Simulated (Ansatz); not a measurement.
Lattice constant a (Å) of solids drawn from the class of oxides, at two levels: PBE in Ansatz (plane waves, PAW), and r²SCAN+rVV10 in Ansatz (plane waves, PAW).

| solid | PBE | r²SCAN+rVV10 |
|---|---|---|
| rock-salt MgO | 4.254 | 4.195 |
| cubic perovskite BaHfO₃ | 4.206 | 4.165 |
| rock-salt SrO | 5.195 | ? |
| rock-salt CaO | 4.831 | 4.780 |
| cubic perovskite KTaO₃ | 4.025 | 3.981 |
| cubic perovskite BaZrO₃ | 4.227 | 4.193 |

Problem. Estimate the withheld r²SCAN+rVV10 value from the other rows.

Solution. One way: carry over the typical ratio. The ratios r²SCAN+rVV10 / PBE of the other rows, in order: 0.9861, 0.9891, 0.9894, 0.9903, 0.9920; median 0.9894. Rock-salt SrO: 5.195 × 0.9894 = 5.140 Å; the run gives 5.140 Å. The ratios spread from 0.9861 to 0.9920, so such an estimate is rough.

Of 6 rows, r²SCAN+rVV10 is the larger in 0 and the smaller in 6.

Ansatz's runs of these crystals have no spin polarisation.

Spin–orbit coupling is left out, also for the solids with elements from indium on (cubic perovskite BaHfO3, cubic perovskite KTaO3, cubic perovskite BaZrO3); its size isn't shown.

Ansatz's density-functional and Hartree–Fock values are scalar-relativistic unless marked +SOC, with PAW data made under PBE.

Ansatz is a program for electronic structure.
